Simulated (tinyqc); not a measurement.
RKS/PBE in the sto-6g basis, for OH-, spin multiplicity 1, step by step. The basis has no diffuse functions, so it cannot describe the extra electron: this is an exercise in the method, not the real anion. One step of it, computed by the program tinyqc.

Problem. Orthogonalisation. S = U s U^T; symmetric (Loewdin) form X = U s^(-1/2) U^T, so that X^T S X = 1.

overlap S:
```
           1O 1s     1O 2s    1O 2px    1O 2py    1O 2pz     2H 1s
1O 1s   1.000000  0.231145  0.000000  0.000000  0.000000  0.048879
1O 2s   0.231145  1.000000  0.000000  0.000000  0.000000  0.441626
1O 2px  0.000000  0.000000  1.000000  0.000000  0.000000  0.000000
1O 2py  0.000000  0.000000  0.000000  1.000000  0.000000  0.000000
1O 2pz  0.000000  0.000000  0.000000  0.000000  1.000000  0.373118
2H 1s   0.048879  0.441626  0.000000  0.000000  0.373118  1.000000
```

Give: eigenvalues of S; X.

Solution.

eigenvalues of S: 0.4066  0.8430  1.0000  1.0000  1.1284  1.6220

X:
```
          1O 1s    1O 2s  1O 2px  1O 2py   1O 2pz    2H 1s
1O 1s    1.0218  -0.1287  0.0000  0.0000  -0.0075   0.0209
1O 2s   -0.1287   1.1229  0.0000  0.0000   0.0846  -0.2892
1O 2px   0.0000   0.0000  1.0000  0.0000   0.0000   0.0000
1O 2py   0.0000   0.0000  0.0000  1.0000   0.0000   0.0000
1O 2pz  -0.0075   0.0846  0.0000  0.0000   1.0701  -0.2404
2H 1s    0.0209  -0.2892  0.0000  0.0000  -0.2404   1.1692
```
